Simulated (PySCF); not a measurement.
Gas-phase reaction: 2 B(OH)3 + 4 B = 2 B2O3 + B2H6

Energies from PySCF, thermal terms from the rigid-rotor harmonic-oscillator model, ideal gas at 1 bar. † marks an energy on the PBE0/def2-TZVP geometry and frequencies; other levels use their own. MP2 freezes the core. 6-31G* has spherical d functions here. Open shells (unrestricted): B (multiplicity 2); the rest are closed-shell singlets. Spin-orbit splitting is ignored; it lowers the true energy and changes the entropy of B. B3LYP is the form with VWN-RPA correlation. MP2 isn't extrapolated to the basis-set limit.

```csv
level,"ΔH°(298 K), kJ"
B3LYP/6-31G*,-2091
HF/6-31G*,(withheld)
M06-2X/def2-TZVP†,-1962
MP2/def2-SVP†,(withheld)
PBE/def2-TZVP†,-2060
LDA/def2-TZVP†,(withheld)
```

**Question.** What belongs in the gaps?

**Answer.** 
- HF/6-31G*, ΔH°(298 K), kJ: -1661
- MP2/def2-SVP†, ΔH°(298 K), kJ: -2067
- LDA/def2-TZVP†, ΔH°(298 K), kJ: -2217
